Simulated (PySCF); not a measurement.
**NaF, CCSD(T): how much the basis matters**

PySCF, RHF reference; singlet, unpaired electrons none; De to Na + F without counterpoise correction. Frozen cores follow the default of each basis and core potential.

| basis | relativity | functions | Re (Å) | ωe (cm⁻¹) | De (eV) | frozen orbitals |
| --- | --- | --- | --- | --- | --- | --- |
| 3-21G | no relativity | 22 | 1.884 | 572 | 3.07 | 2 |
| aug-pcseg-1 | no relativity | 37 | 1.959 | 531 | 4.96 | 2 |
| def2-SVPD | no relativity | 41 | 1.956 | 518 | 4.92 | 2 |
| pcseg-2 | no relativity | 49 | 1.952 | 512 | 4.69 | 2 |
| x2c-TZVPPall | spin-free X2C | 63 | 1.920 | 545 | 4.62 | 2 |

Problem. How does each smaller set differ from the one with most functions, x2c-TZVPPall?

Solution. 3-21G: -3.6 pm, +5.0 % in ωe, -1.55 eV in De; aug-pcseg-1: +3.9 pm, -2.6 % in ωe, +0.34 eV in De; def2-SVPD: +3.6 pm, -5.0 % in ωe, +0.30 eV in De; pcseg-2: +3.2 pm, -6.1 % in ωe, +0.07 eV in De. All at CCSD(T); the set with most functions is neither the basis-set limit nor always the best. The rows treat relativity differently, so the differences are not basis effects alone.

Correlated steps freeze 2 core orbitals. Correlated levels converge slowly with the basis: in double zeta they bind strong bonds too weakly, by up to about 1 eV, and carry superposition errors of some tenths. Where the molecule has an RHF reference, its open-shell atoms are computed with UHF. The CCSD T1 diagnostic is raised in NaF, a sign that a single reference may not be enough there. 3-21G is very small, so such numbers show the basis as much as the molecule.
